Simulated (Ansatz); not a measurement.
# CH₂N (sextet): the correlation ladder, def2-TZVPP

One table from this session's results is given with a row withheld; the runs are named, their logs left out.

Computed with Ansatz 0.2.0, Gaussian basis. Level: def2-TZVPP, core rule «outside noble gas», up to 2 orbitals frozen.

To be run: UHF; ROHF; CCSD(T) on UHF.

## What is computed

The geometry is a PBE0/def2-TZVP stationary point (not a proven minimum) of the parent state, kept for this charge and spin.

4 atoms, charge 0, spin multiplicity 6.

Atoms are counted from 1 here; the program's logs count them from 0.

Bond lengths: N1–C2 1.434 Å, N1–H3 1.028 Å, C2–H4 1.090 Å. Angles: C2–N1–H3 110.2°, N1–C2–H4 121.0°.

The first run:

in.yaml reads:

```yaml
crystal:
  periodic: [false, false, false]
  atoms:
    - {symbol: N, position_ang: [-0.030066, -0.130755, 0.661245]}
    - {symbol: C, position_ang: [0.116167, 0.102607, -0.745850]}
    - {symbol: H, position_ang: [-0.282647, 0.742725, 1.141042]}
    - {symbol: H, position_ang: [-0.683794, -0.148384, -1.442336]}
basis:
  gaussian: {orbitals: def2-TZVPP}
magnetization: {spin_polarized: true, initial_magnetization: 5}
hamiltonian: {xc: hf}
output: {orbitals: {seedname: orbitals}}
```

Launch:

```
$ ansatz run in.yaml --threads 1 --pin off --events-out ev --progress --plain --max-ram 4096MiB --backend cpu
```

Among the steps run: UHF; ROHF; CCSD(T) on UHF.

One of the session's tables, all rows but one given; the rest of the session is left out.

It belongs to the step «Misses and costs». 

```
  method  from UCCSD(T) (meV)
    ROHF              +7475.0
     UHF                    ?
    UMP2              +1085.6
   UCCSD               +214.9
UCCSD(T)                    0
```

**Question.** Estimate the row for UHF.

**Answer.** from UCCSD(T) (meV): +7265.9. In the column «from UCCSD(T) (meV)» it lies between UMP2 (+1085.6) and ROHF (+7475.0).
